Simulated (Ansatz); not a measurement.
**A ladder of methods for CH5OSi (SMILES [CH2][SiH2]O)**

The species is CH5OSi (8 atoms), meant as a doublet with charge 0. As SMILES, `[CH2][SiH2]O`. The shape was relaxed beforehand at wB97X-V/def2-SVP. This is one conformer, not always the lowest.

```xyz
8

C    -0.8652    0.5231   -0.7987
Si    0.6613   -0.0029    0.1137
O     0.2971   -0.7322    1.5727
H    -0.9883    0.4055   -1.8831
H    -1.7079    1.0175   -0.2969
H     1.5027    1.1693    0.4826
H     1.4417   -0.9128   -0.7814
H    -0.2491   -1.5245    1.5350
```

Quantity: the dissociation energy of the Si2–C1 bond into doublet SiH3O and singlet CH2 (shapes relaxed at wB97X-V/def2-SVP, no zero-point term), in eV. The values are calculated.

```tsv
level	kind	program	value (eV)	less CCSD(T)/def2-TZVP	CPU time (all runs)
UHF/def2-TZVP	Hartree–Fock	Ansatz	4.55	-0.32	2.3 s
UPBE/def2-TZVP	GGA	Ansatz	5.09	+0.22	5.7 s
UB3LYP/def2-TZVP	global hybrid	Ansatz	4.88	+0.01	6.8 s
U-wB97M-V/def2-TZVP	range-separated hybrid	Ansatz	5.00	+0.13	25 s
UMP2/def2-TZVP	perturbation theory	Ansatz	5.14	+0.27	3.1 s
UCCSD(T)/def2-TZVP	coupled cluster or CI	Ansatz	4.87	0.00	71 s
```

UCCSD(T)/def2-TZVP is the highest level here, not the true value. The values span 4.55 to 5.14 eV. Hartree–Fock misses the correlation of the electron pair that is broken and comes out low. A fragment with an even electron count was run as a singlet and may have a lower triplet. Measured bond enthalpies also hold zero-point and thermal terms, a few tenths of an eV less. Times are those of the runs behind each value, whatever else they computed, on shared processors of several kinds: orders of magnitude only.
